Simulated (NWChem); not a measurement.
## HN$_{2}$ (+1) in NWChem

```xyz
3

N      0.0000     0.0000     0.6525
N      0.0000     0.0000    -0.4404
H      0.0000     0.0000    -1.4847
```
Charge +1, spin multiplicity 1.

Program: NWChem. All single points use one geometry, from PBE0/def2-SVP, a minimum by its harmonic frequencies.

Symmetry labels belong to the abelian group C2v used in the runs, with the axes of the coordinates shown; states degenerate in a higher group split over its labels.

B3LYP has NWChem's definition, with VWN1-RPA local correlation. The structure started from a generated list of species.

Task: List the lowest 6 singlet excitations that TD-B3LYP/aug-cc-pVDZ, VWN1-RPA local correlation gives, with oscillator strengths.

Result: 
```json
[
 {"state": "1", "symmetry": "a2", "energy (eV)": "9.38", "wavelength (nm)": "132", "f": "0.000"},
 {"state": "2", "symmetry": "a1", "energy (eV)": "9.80", "wavelength (nm)": "127", "f": "0.000"},
 {"state": "3", "symmetry": "a2", "energy (eV)": "9.80", "wavelength (nm)": "127", "f": "0.000"},
 {"state": "4", "symmetry": "b1", "energy (eV)": "10.15", "wavelength (nm)": "122", "f": "0.030"},
 {"state": "5", "symmetry": "b2", "energy (eV)": "10.15", "wavelength (nm)": "122", "f": "0.030"},
 {"state": "6", "symmetry": "a1", "energy (eV)": "13.41", "wavelength (nm)": "92", "f": "0.002"}
]
```
